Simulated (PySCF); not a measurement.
## Potential energy of NH along the bond

Set-up: PySCF, no relativity, basis sets H pcseg-1, N pcseg-1. Energies in eV from H + N in their ground configurations at the same level. State: ³Σ⁻ (triplet), unpaired electrons π ↑↑.

All columns are PBE0. A positive dipole means H(−)N(+).

```json
{"R (Å)": "0.900", "E (eV)": "-3.010", "μ (D)": "-1.73", "Mulliken charge on H (basis-dependent)": "0.13", "HOMO (eV)": "-9.62", "LUMO (eV)": "-2.26", "Mayer bond order": "0.98", "⟨S²⟩": "2.00"}
{"R (Å)": "0.942", "E (eV)": "-3.310", "μ (D)": "-1.71", "Mulliken charge on H (basis-dependent)": "0.15", "HOMO (eV)": "-9.59", "LUMO (eV)": "-2.24", "Mayer bond order": "0.97", "⟨S²⟩": "2.00"}
{"R (Å)": "0.984", "E (eV)": "-3.483", "μ (D)": "-1.69", "Mulliken charge on H (basis-dependent)": "0.16", "HOMO (eV)": "-9.57", "LUMO (eV)": "-2.22", "Mayer bond order": "0.96", "⟨S²⟩": "2.00"}
{"R (Å)": "1.016", "E (eV)": "-3.547", "μ (D)": "-1.67", "Mulliken charge on H (basis-dependent)": "0.17", "HOMO (eV)": "-9.56", "LUMO (eV)": "-2.20", "Mayer bond order": "0.95", "⟨S²⟩": "2.01"}
{"R (Å)": "1.047", "E (eV)": "-3.566", "μ (D)": "-1.65", "Mulliken charge on H (basis-dependent)": "0.18", "HOMO (eV)": "-9.55", "LUMO (eV)": "-2.20", "Mayer bond order": "0.94", "⟨S²⟩": "2.01"}
{"R (Å)": "1.078", "E (eV)": "-3.549", "μ (D)": "-1.63", "Mulliken charge on H (basis-dependent)": "0.19", "HOMO (eV)": "-9.55", "LUMO (eV)": "-2.19", "Mayer bond order": "0.94", "⟨S²⟩": "2.01"}
{"R (Å)": "1.120", "E (eV)": "-3.480", "μ (D)": "-1.60", "Mulliken charge on H (basis-dependent)": "0.19", "HOMO (eV)": "-9.55", "LUMO (eV)": "-2.18", "Mayer bond order": "0.93", "⟨S²⟩": "2.01"}
{"R (Å)": "1.173", "E (eV)": "-3.338", "μ (D)": "-1.55", "Mulliken charge on H (basis-dependent)": "0.20", "HOMO (eV)": "-9.56", "LUMO (eV)": "-2.18", "Mayer bond order": "0.93", "⟨S²⟩": "2.01"}
{"R (Å)": "1.236", "E (eV)": "-3.111", "μ (D)": "-1.49", "Mulliken charge on H (basis-dependent)": "0.20", "HOMO (eV)": "-9.58", "LUMO (eV)": "-2.18", "Mayer bond order": "0.93", "⟨S²⟩": "2.01"}
{"R (Å)": "1.319", "E (eV)": "-2.751", "μ (D)": "-1.40", "Mulliken charge on H (basis-dependent)": "0.19", "HOMO (eV)": "-9.62", "LUMO (eV)": "-2.19", "Mayer bond order": "0.93", "⟨S²⟩": "2.01"}
```

A fit through these points gives, at Re = 1.047 Å, μ = -1.65 D and dμ/dR = 0.696 D/Å; the reduced mass is 0.9402 u.

Problem. How strong is the fundamental in the double-harmonic approximation, I = 42.26·(dμ/dR)²/μred km/mol?

Solution. I = 42.26·(0.696)²/0.9402 = 21.8 km/mol at PBE0.

The state is the lowest determinant that a PBE0 search found; another state may lie lower at other levels.
